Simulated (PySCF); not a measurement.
C4H4F2.
Cartesian coordinates in Å at the PBE0-D3(BJ)/def2-SVP level; atoms count from 1:
```xyz
10
C4H4F2 angstrom
F      2.1776   -0.1092   -0.5204
C      1.1186   -0.4938    0.2324
F      1.2215   -1.8341    0.4026
C     -0.1682   -0.1520   -0.4591
C     -1.4070    0.1482    0.3290
C     -0.8360    1.1692   -0.2299
H      1.1986   -0.0082    1.2230
H     -0.2416   -0.6488   -1.4412
H     -2.2172   -0.2857    0.9086
H     -0.8156    2.2306   -0.4614
```

Theory: PySCF, PBE0-D3(BJ)/def2-SVP geometry optimisation, gas phase.

Masses are those of the commonest isotopes; rigid-rotor values at the optimised geometry. The values belong to one conformer with, in the numbering `[F:1][CH:2]([F:3])[CH:4]1[CH:5]=[CH:6]1`, F1–C2–C4–C5 -151°.

**Question.** Give the principal moments of inertia and the rotational constants in GHz.

**Answer.** Ia = 68.74, Ib = 187.24, Ic = 239.00 u·Å²; 505379 MHz·u·Å²/I gives 7352, 2699 and 2115 MHz, that is A = 7.3522, B = 2.6991, C = 2.1146 GHz.

**Question.** Classify the top.

**Answer.** An asymmetric top; Ray's κ = -0.777.

**Question.** Is it planar, by Δ = Ic − Ia − Ib?

**Answer.** Not planar: Δ = Ic − Ia − Ib = -16.98 u·Å². For a rigid frame Δ = −2 Σ m c², so Σ m c² = 8.49 u·Å² lies off the ab plane: 4.56 from hydrogen and 3.93 from heavier atoms. The atom farthest from that plane is 1.55 Å away.

**Question.** Give the other two planar moments, Paa and Pbb, and the rms extents of the mass along the axes.

**Answer.** Paa = Σ m a² = (Ib + Ic − Ia)/2 = 178.75 and Pbb = Σ m b² = (Ia + Ic − Ib)/2 = 60.25 u·Å². With the mass M = 90.03 u, the rms extents √(P/M) along a, b and c are 1.41, 0.82, 0.31 Å.

**Question.** Where do the levels up to J = 3 lie, in K?

**Answer.** Above 0(0,0), as E/k:
J = 1: 1(0,1) 0.231, 1(1,1) 0.454, 1(1,0) 0.482
J = 2: 2(0,2) 0.691, 2(1,2) 0.888, 2(1,1) 0.972, 2(2,1) 1.642, 2(2,0) 1.645
J = 3: 3(0,3) 1.374, 3(1,3) 1.538, 3(1,2) 1.706, 3(2,2) 2.335, 3(2,1) 2.348, 3(3,1) 3.524, 3(3,0) 3.524
The levels of one J sum to (2J + 1)J(J + 1)(A + B + C)/3.

**Question.** Which lines would a microwave search look for?

**Answer.** The dipole components are |μa| = 2.68 D, |μb| = 0.00 D, |μc| = 0.71 D; the mirror of this Cs structure is the ac plane, so μb vanishes by symmetry (the 0.01 D computed is a residue) and there are no b-type lines. The squared components, which scale the intensities, stand as 1.00 : 0.07 (a : c). Some lines, for components of 0.1 D or more:

```json
{"type": "a", "branch": "Q", "J(Ka,Kc)": "2(1,1) ← 2(1,2)", "MHz": "1754", "lower level (cm⁻¹)": "0.617"}
{"type": "a", "branch": "Q", "J(Ka,Kc)": "3(1,2) ← 3(1,3)", "MHz": "3504", "lower level (cm⁻¹)": "1.069"}
{"type": "c", "branch": "Q", "J(Ka,Kc)": "2(1,2) ← 2(0,2)", "MHz": "4120", "lower level (cm⁻¹)": "0.480"}
{"type": "c", "branch": "Q", "J(Ka,Kc)": "1(1,1) ← 1(0,1)", "MHz": "4653", "lower level (cm⁻¹)": "0.161"}
{"type": "a", "branch": "R", "J(Ka,Kc)": "1(0,1) ← 0(0,0)", "MHz": "4814", "lower level (cm⁻¹)": "0.000"}
{"type": "a", "branch": "R", "J(Ka,Kc)": "2(1,2) ← 1(1,1)", "MHz": "9043", "lower level (cm⁻¹)": "0.316"}
{"type": "a", "branch": "R", "J(Ka,Kc)": "2(0,2) ← 1(0,1)", "MHz": "9576", "lower level (cm⁻¹)": "0.161"}
{"type": "c", "branch": "R", "J(Ka,Kc)": "1(1,0) ← 0(0,0)", "MHz": "10051", "lower level (cm⁻¹)": "0.000"}
{"type": "a", "branch": "R", "J(Ka,Kc)": "2(1,1) ← 1(1,0)", "MHz": "10212", "lower level (cm⁻¹)": "0.335"}
{"type": "c", "branch": "Q", "J(Ka,Kc)": "3(2,2) ← 3(1,2)", "MHz": "13116", "lower level (cm⁻¹)": "1.186"}
{"type": "c", "branch": "Q", "J(Ka,Kc)": "2(2,1) ← 2(1,1)", "MHz": "13959", "lower level (cm⁻¹)": "0.676"}
{"type": "a", "branch": "R", "J(Ka,Kc)": "3(0,3) ← 2(0,2)", "MHz": "14237", "lower level (cm⁻¹)": "0.480"}
{"type": "a", "branch": "R", "J(Ka,Kc)": "3(1,2) ← 2(1,1)", "MHz": "15284", "lower level (cm⁻¹)": "0.676"}
{"type": "c", "branch": "R", "J(Ka,Kc)": "2(2,0) ← 1(1,0)", "MHz": "24223", "lower level (cm⁻¹)": "0.335"}
{"type": "c", "branch": "Q", "J(Ka,Kc)": "3(3,1) ← 3(2,1)", "MHz": "24502", "lower level (cm⁻¹)": "1.632"}
{"type": "c", "branch": "R", "J(Ka,Kc)": "3(2,1) ← 2(1,1)", "MHz": "28656", "lower level (cm⁻¹)": "0.676"}
{"type": "c", "branch": "R", "J(Ka,Kc)": "3(2,2) ← 2(1,2)", "MHz": "30154", "lower level (cm⁻¹)": "0.617"}
{"type": "c", "branch": "R", "J(Ka,Kc)": "3(3,0) ← 2(2,0)", "MHz": "39150", "lower level (cm⁻¹)": "1.143"}
{"type": "c", "branch": "R", "J(Ka,Kc)": "3(3,1) ← 2(2,1)", "MHz": "39199", "lower level (cm⁻¹)": "1.142"}
```

Whether it is a minimum is left open (no frequencies). These are rigid-rotor constants of the computed structure; measured ground-state constants (B0) also hold zero-point vibration.
